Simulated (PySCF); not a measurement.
Functional dependence of a UV spectrum

Compound: 1,2,4-thiadiazole, C2H2N2S.
SMILES: `s1cncn1`

Linear-response calculations in the def2-SVPD basis (PySCF; singlets by full response, triplets Tamm–Dancoff, core orbitals frozen in the response; HF means time-dependent Hartree–Fock). 'Strongest' is the level of largest summed f among the singlets computed (10 roots, of which the last may lack a degenerate partner); it can jump between rows when another state enters that window. S1 is the lowest singlet of each run and needn't be the same state throughout; f(S1) is that of one state. Isolated species at its PBE0-D3(BJ)/def2-SVP geometry, gas phase.

```tsv
functional	kind	S1 (eV)	f(S1)	strongest (eV)	T1 (eV)	HOMO (eV)	gap (eV)	ionisation energy, ΔSCF (eV)
LDA	LDA	4.55	0.001	5.95	4.29	-7.10	4.42	10.64
PBE	GGA	4.61	0.001	5.96	4.17	-6.95	4.49	10.41
B3LYP	global hybrid, 20% exact exchange	5.05	0.001	5.87	4.15	-8.08	6.32	10.56
PBE0	global hybrid, 25% exact exchange	5.16	0.001	7.81	4.13	-8.31	6.76	10.56
BHandHLYP	global hybrid, 50% exact exchange	5.64	0.002	8.16	4.07	-9.20	8.69	10.42
CAM-B3LYP	range-separated hybrid	5.30	0.001	5.96	4.15	-9.57	9.14	10.59
wB97X-D	range-separated hybrid	5.28	0.001	7.96	4.24	-10.13	10.35	10.59
LC-wPBE	range-separated hybrid	5.41	0.001	8.23	4.13	-10.92	11.56	10.67
```

**Question.** What does HF (Hartree–Fock) give?

**Answer.** S1 (eV) 6.41, f(S1) 0.002, strongest (eV) 8.76, T1 (eV) 3.74, HOMO (eV) -10.52, gap (eV) 12.63, ionisation energy, ΔSCF (eV) not settled. S1 runs from 4.55 eV (LDA) to 6.41 eV (HF), a spread of 1.86 eV, while the orbital gap spreads over 8.2 eV. Along PBE (0%), B3LYP (20%), PBE0 (25%), BHandHLYP (50%), HF (100%) S1 rises with the share of exact exchange. −ε(HOMO) comes closest to its own ΔSCF ionisation energy with LC-wPBE (+0.24 eV) and misses most with LDA (-3.54 eV). 'Not settled' means that the ion's SCF failed to converge or may have ended in another state than the lowest.
